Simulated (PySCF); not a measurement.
Molecule: 3-methylpenta-1,2-diene (C=C=C(C)CC, C6H10).

Cartesian coordinates in Å; atom numbers follow the order of the lines, from 1:
```xyz
16

C     1.919   -1.093   -1.036
C     1.067   -0.272   -0.510
C     0.216    0.551    0.024
C     0.526    2.014    0.194
C    -1.142    0.112    0.515
C    -1.413   -1.371    0.300
H     1.944   -1.290   -2.097
H     2.645   -1.622   -0.437
H    -0.215    2.618   -0.331
H     0.491    2.284    1.249
H     1.512    2.251   -0.197
H    -1.905    0.703   -0.001
H    -1.217    0.347    1.582
H    -2.408   -1.630    0.654
H    -0.684   -1.973    0.837
H    -1.344   -1.619   -0.757
```

Frames of a GFN2-xTB Langevin trajectory at 300 K; GIAO PBE0/pcSseg-1 shieldings in PySCF 2.14, gas phase, non-relativistic; equivalent atoms averaged within each frame.

Chemical shifts δ = σref − σ; 13C (186.93 ppm) and 1H (31.72 ppm) against TMS, all at this level. The references are static minima.

**Question.** How do the shifts (ppm) fluctuate along the trajectory?

**Answer.** 
| time (fs) | C2 | C3 | C1 | C5 | C4 | C6 | H7/H8 | H9/H10/H11 | H12/H13 | H14/H15/H16 |
| --- | --- | --- | --- | --- | --- | --- | --- | --- | --- | --- |
| 250 | 222.3 | 109.8 | 84.7 | 32.5 | 24.5 | 13.7 | 6.23 | 2.61 | 2.53 | 0.89 |
| 425 | 218.4 | 109.7 | 80.7 | 31.8 | 21.1 | 15.6 | 5.12 | 1.56 | 2.18 | 1.31 |
| 625 | 225.5 | 111.3 | 83.9 | 33.1 | 25.5 | 10.6 | 4.64 | 2.58 | 2.35 | 1.33 |
| 800 | 215.0 | 112.7 | 87.4 | 43.1 | 22.9 | 14.2 | 5.75 | 1.89 | 2.58 | 1.49 |
| 1000 | 220.3 | 100.9 | 80.0 | 34.5 | 17.9 | 11.8 | 4.81 | 0.99 | 2.87 | 0.55 |
| mean of frames | 220.3 | 108.8 | 83.3 | 35.0 | 22.4 | 13.2 | 5.31 | 1.93 | 2.50 | 1.11 |
| standard deviation | 3.9 | 4.6 | 3.0 | 4.6 | 3.0 | 2.0 | 0.67 | 0.69 | 0.26 | 0.39 |

5 frames give an uncertainty of the mean of about the standard deviation over 2.2 at best, since frames this close in time may not be independent; classical motion lacks zero-point vibration, and the reference would need the same averaging.
